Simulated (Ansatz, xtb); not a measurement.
# Two structures of BH2N2

Structure I: a doublet given by its coordinates. Structure II: `BN=[N]`, a doublet. Both are isolated molecules in the gas phase, relaxed with PBE0-D4/def2-TZVP; the shapes shown needn't be the lowest conformers.

I (Å):

```xyz
5

B    -2.1814   -0.0598    1.6668
N    -1.8520   -0.6709    0.5469
N    -2.7851    0.4563    2.7185
H    -0.9403   -0.7465    0.1252
H    -2.3763    0.9897    3.4690
```

Close contacts (Å): B1–N2 1.32, B1–N3 1.32, N2–H4 1.01, N3–H5 1.01.

II (Å):

| atom | x (Å) | y (Å) | z (Å) |
| --- | --- | --- | --- |
| B | -1.1414 | -1.5261 | 1.7325 |
| N | -1.6488 | -1.0555 | 0.5056 |
| N | -2.0558 | -0.6781 | -0.4785 |
| H | -1.8474 | -1.3859 | 2.6779 |
| H | -0.0591 | -2.0152 | 1.6970 |

Estimate E(II) − E(I) at the level CCSD(T)/def2-TZVP.

Too close to call at this level: CCSD(T)/def2-TZVP gives E(II) − E(I) = +1.63 kcal/mol.

How the difference moves with the method:

| level | geometry | E(II) − E(I) (kcal/mol) | departure from the last row (kcal/mol) | job, with rough time for the two |
| --- | --- | --- | --- | --- |
| GFN2-xTB | GFN2-xTB | −3.37 | −5.00 | optimisation, 0.13 s |
| HF/STO-3G | GFN2-xTB | −8.39 | −10.02 | single point, 0.18 s |
| r2SCAN-D4/def2-SVP | GFN2-xTB | +3.65 | +2.02 | single point, 2.1 s |
| PBE0-D4/def2-TZVP | PBE0-D4/def2-TZVP | +3.81 | +2.18 | optimisation, 26 s |
| HF/def2-TZVP | PBE0-D4/def2-TZVP | +4.95 | +3.32 | part of the CCSD(T) run |
| MP2/def2-TZVP | PBE0-D4/def2-TZVP | +0.51 | −1.12 | part of the CCSD(T) run |
| CCSD(T)/def2-TZVP | PBE0-D4/def2-TZVP | +1.63 |  | single point, 17 s |

GFN2-xTB, HF/STO-3G put the two in the other order. The largest departure from CCSD(T)/def2-TZVP is that of HF/STO-3G, 10.02 kcal/mol.

With harmonic frequencies from PBE0-D4/def2-TZVP (ideal gas, rigid rotor, one conformer each, 298.15 K, 1 atm): the zero-point term adds −0.54 kcal/mol; ΔH is +0.82 and ΔG +1.09 kcal/mol.

Open shells are spin-unrestricted, with notable spin contamination under HF/STO-3G, HF/def2-TZVP, MP2/def2-TZVP, CCSD(T)/def2-TZVP. The correlated steps freeze 3 core orbitals. Run with Ansatz 0.2.0, xtb 6.7.1; the last row on 2 threads of Arm Neoverse V2 on a shared host.
